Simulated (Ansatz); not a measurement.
Born–Oppenheimer molecular dynamics of C3H4F2O (10 atoms, charge 0, multiplicity 1). It starts from a relaxed structure.

The calculation used UKS PBE-D4/STO-3G in Ansatz.

```
ensemble        : NVT, Langevin thermostat
time step       : 0.5 fs
steps asked     : 156
set temperature : 2000 K
friction        : 1 /fs
seed            : 893607
```

First frame:

```xyz
10
Properties=species:S:1:pos:R:3
F -1.280 -1.397 1.157
C -0.273 -0.409 1.236
C 0.493 -0.263 -0.132
O 1.128 1.059 -0.436
C -0.041 0.633 -1.253
F 0.194 0.339 -2.588
H -0.711 0.596 1.498
H 0.473 -0.669 2.039
H 1.089 -1.158 -0.427
H -0.989 1.218 -1.090
```

How far do the bonds stretch over the last three quarters of this one trajectory? (Pairs bonded in most of those frames.)


| bond | mean (Å) | spread (Å) | shortest | longest |
| --- | --- | --- | --- | --- |
| F1–C2 | 1.403 | 0.063 | 1.30 | 1.54 |
| C2–C3 | 1.664 | 0.050 | 1.55 | 1.74 |
| C2–H7 | 1.153 | 0.085 | 1.02 | 1.31 |
| C2–H8 | 1.175 | 0.090 | 0.97 | 1.48 |
| C3–O4 | 1.573 | 0.053 | 1.48 | 1.67 |
| C3–C5 | 1.519 | 0.030 | 1.47 | 1.59 |
| C3–H9 | 1.191 | 0.082 | 1.02 | 1.37 |
| O4–C5 | 1.464 | 0.051 | 1.39 | 1.58 |
| C5–F6 | 1.529 | 0.033 | 1.44 | 1.58 |
| C5–H10 | 1.146 | 0.050 | 1.05 | 1.26 |

Mean temperature of the second half: 1932 K. A run of 0.078 ps of so small a system gives no equilibrium averages. The friction is so strong that the motion is overdamped, so the time scale means little. The orbitals stay closed-shell, which can raise the energy where a bond breaks towards radicals; this wasn't checked here. Limits of this set-up: minimal basis.

The run took 5.9 min on 1 CPU thread of a shared host.
